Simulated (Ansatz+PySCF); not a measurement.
The numbers below are computed, except where a source is named.
Input for PySCF 2.14.0:

```python
from pyscf import gto, scf, mp

# the (T+d) and (D+d) sets load through basis_set_exchange
mol = gto.M(atom="""
C 0.244120 0.599920 1.702420
H -0.675600 0.278480 2.172940
H 0.351910 1.663790 1.537670
H 1.140690 0.065790 1.987820
H 0.057160 0.139970 0.397110
Cl -0.137580 -0.338090 -0.959420
""", basis={'C': 'cc-pvtz', 'Cl': 'cc-pv(t+d)z', 'H': 'cc-pvtz'}, charge=0, spin=1)
mf = scf.UHF(mol)
mf.kernel()
pt = mp.MP2(mf, frozen=6).run()
print(mf.e_tot, pt.e_corr, pt.e_tot)
```

The script is written out from the run's settings.

Output:

```json
{"Converged": "yes", "Reference energy": "-499.66527 hartree", "Correlation energy": "-0.37652 hartree", "Total energy": "-500.04179 hartree", "Spin squared of the determinant": "0.786"}
```
